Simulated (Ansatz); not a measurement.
**PS2+ (triplet): the correlation ladder, def2-QZVPP**

An exercise on one series of results from a longer session: the logs are not shown, and one member is left open.

Program: Ansatz 0.2.0, Gaussian basis. Level of theory: def2-QZVPP, core rule «outside noble gas», up to 15 orbitals frozen. These are calculated values, not measurements.

The runs, in order: UHF; ROHF; CCSD(T) on UHF.

2 further runs of the same task are left out: 2 set aside as unsound or not needed.

## What is computed

The geometry is a PBE0/def2-TZVP stationary point (not a proven minimum) of the parent state, kept for this charge and spin.

3 atoms, charge 1, spin multiplicity 3.

Atoms are counted from 1 here; the program's logs count them from 0.

Bond lengths: S1–P2 1.911 Å, P2–S3 1.911 Å. Angles: S1–P2–S3 132.6°.

Geometry (Å):

```
S     0.00000   -0.25002    1.75040
P     0.00000    0.51766    0.00000
S     0.00000   -0.25002   -1.75040
```

The first run:

in.yaml reads:

```yaml
crystal:
  periodic: [false, false, false]
  atoms:
    - {symbol: S, position_ang: [0.000000, -0.250020, 1.750402]}
    - {symbol: P, position_ang: [0.000000, 0.517658, 0.000000]}
    - {symbol: S, position_ang: [0.000000, -0.250020, -1.750402]}
basis:
  gaussian: {orbitals: "def2-QZVPP.json"}
total_charge: 1
magnetization: {spin_polarized: true, initial_magnetization: 2}
hamiltonian: {xc: hf}
output: {orbitals: {seedname: orbitals}}
```

Launch:

```console
ansatz run in.yaml --threads 1 --pin off --events-out ev --progress --plain --max-ram 2393MiB
```

Among the steps run: UHF; ROHF; CCSD(T) on UHF.

One table of the session follows, with a row left open; its other results are not shown here.

```
  method  from UCCSD(T) (meV)
    ROHF                    ?
     UHF             +14411.1
    UMP2              +2009.8
   UCCSD               +930.5
UCCSD(T)                    0
```

Q: Estimate the row for ROHF from the others.

The run gave: from UCCSD(T) (meV): +14784.8. In the column «from UCCSD(T) (meV)» it is the highest.
